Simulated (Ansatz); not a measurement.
## Nickel, fcc: convergence with Gaussian smearing

Computed with Ansatz, LDA, scalar-relativistic PAW, on the relaxed cell (a = 3.425 Å; ferromagnetic, net 0.58 μB per atom). Errors count from a run at 420 eV on a Γ-centred 26×26×26 mesh with Fermi-Dirac smearing of 0.05 eV, extrapolated to zero width. Fixed here: cutoff 420 eV, mesh 16×16×16.

| width (eV) | E(σ→0) error (meV/atom) | F error (meV/atom) | P (GPa) | sphere moment (μB) | SCF iterations |
| --- | --- | --- | --- | --- | --- |
| 0.01 | -1.8 | -1.9 | -0.65 | 0.59 | 13 |
| 0.03 | -1.8 | -2.2 | -0.63 | 0.60 | 14 |
| 0.1 | -1.9 | -5.7 | -0.51 | 0.60 | 14 |
| 0.2 | -1.7 | -17.4 | -0.21 | 0.60 | 15 |
| 0.3 | -1.4 | -37.1 | 0.12 | 0.58 | 16 |
| 0.6 | -1.2 | -152.7 | 0.82 | 0.00 | 24 |
| 1.0 | -55.0 | -387.4 | 3.57 | 0.00 | 19 |
